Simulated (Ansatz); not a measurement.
# CHBO: an energy map over bond length B1–C2 and angle O3–C2–B1

How does the energy of CHBO, SMILES B#CO change over two coordinates at once? A grid of runs gives the map.

The runs use Ansatz 0.2.0; RKS r2SCAN-D4/def2-TZVP.

## Step 1: Starting geometry

SMILES `B#CO`, 4 atoms, charge 0, spin multiplicity 1.

Atoms are counted from 1 here; the program's logs count them from 0.

Bond lengths: B1–C2 1.466 Å, C2–O3 1.297 Å, O3–H4 0.990 Å. Angles: B1–C2–O3 139.3°, C2–O3–H4 111.2°.

Coordinates:

```xyz
4
charge 0, multiplicity 1
B    -1.4251    0.9573    0.3622
C    -0.4344   -0.1220    0.3232
O     0.8375   -0.2829    0.1245
H     1.0220   -0.5524   -0.8099
```

## Step 3: The grid

- bond length B1–C2: 13 values from 1.250 to 2.035 Å
- angle O3–C2–B1: 13 values from 95.2 to 179.0 °

Nothing else is relaxed (all other coordinates rigid). Energies count from the relaxed molecule at the same level. Points are written as (first, second).

(The set-up runs are not shown.)

## Step 4: Grid point (1.708 Å, 144.1°)

File input.yaml:

```yaml
crystal:
  periodic: [false, false, false]
  atoms:
    - { symbol: B, position_ang: [-1.421128, 0.949723, 0.367656] }
    - { symbol: C, position_ang: [-0.258063, -0.299438, 0.303312] }
    - { symbol: O, position_ang: [0.991843, -0.553288, 0.120978] }
    - { symbol: H, position_ang: [1.168504, -0.849888, -0.794013] }
basis:
  gaussian: { orbitals: def2-TZVP }
hamiltonian:
  xc: r2scan
  dispersion: d4
output:
  forces: true
```

Started as:

```console
$ ansatz run input.yaml --threads 1 --pin off --max-ram 2560MiB --backend cpu --events-out ev --progress --plain --runs-dir out
```

Further runs follow: the other points that were computed.

**Question.** What will these runs give? Wanted: lowest point; highest computed point; dipole moment.

As calculated:

| quantity | value |
| --- | --- |
| lowest point | (1.446 Å, 137.1°), 0.006 eV |
| highest computed point | (1.250 Å, 95.2°), 2.62 eV above the lowest |
| dipole moment (D) | 2.35 at (2.035 Å, 95.2°) to 5.51 at (1.512 Å, 179.0°); 3.07 at the lowest point |
| time for the whole task | 9 min on 1 thread, shared host |

The lowest computed point is at (1.446 Å, 137.1°), 0.006 eV from the relaxed molecule at the same level. The grid is coarse, so the lowest point of the scanned range may lie between grid points; coordinates that were held can hide deeper minima. No other kind of well shows on this grid. The highest computed point, (1.250 Å, 95.2°), lies 2.62 eV above the lowest. Round the minimum the valley is somewhat tilted: raising bond length B1–C2 shifts the best value of angle O3–C2–B1 downwards (coupling k₁₂/√(k₁₁k₂₂) about 0.1).
